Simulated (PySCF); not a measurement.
Species, as SMILES: O (H2O).
Geometry (B3LYP-D3(BJ)/def2-TZVP, fixed):
```xyz
3

O      0.0070     0.0013     0.1167
H     -0.0500     0.7593    -0.4742
H     -0.0062    -0.7700    -0.4592
```

How fast the isotropic shielding of O1 converges with the basis for several methods (PySCF): deviation from each method's own reference, in ppm. References: HF 324.78 ppm, the value in pcSseg-3; PBE 325.36 ppm, the value in pcSseg-3; PBE0 326.12 ppm, the value in pcSseg-3. All functions are spherical. Core-valence sets carry the plain set on hydrogen. No added dispersion term, no relativity. GIAO; atoms are numbered in the order shown.

| basis | functions | HF | PBE | PBE0 |
|---|---|---|---|---|
| pcseg-0 | 13 | 28.52 | 18.81 | 21.79 |
| 3-21G | 13 | 13.74 | -1.91 | 3.44 |
| 6-31G* | 18 | 2.21 | -4.89 | -2.15 |
| pcseg-1 | 24 | 12.06 | 11.64 | 11.53 |
| aug-pcseg-1 | 41 | 7.33 | 8.19 | 8.11 |
| pcseg-2 | 58 | 1.03 | 4.58 | 3.25 |
| pcSseg-2 | 64 | 1.25 | 2.19 | 1.69 |
| def2-TZVPPD | 74 | 0.07 | 1.38 | 1.02 |
| aug-pcseg-2 | 92 | -1.21 | 0.10 | -0.22 |
| cc-pVQZ | 115 | 3.76 | 5.12 | 4.59 |
| def2-QZVPPD | 132 | 0.05 | 1.00 | 0.76 |
| cc-pCVQZ | 144 | 3.51 | 4.36 | 3.95 |

Mean absolute deviation over pcseg-2, pcSseg-2, def2-TZVPPD, aug-pcseg-2: HF 0.89, PBE0 1.55, PBE 2.06 ppm.
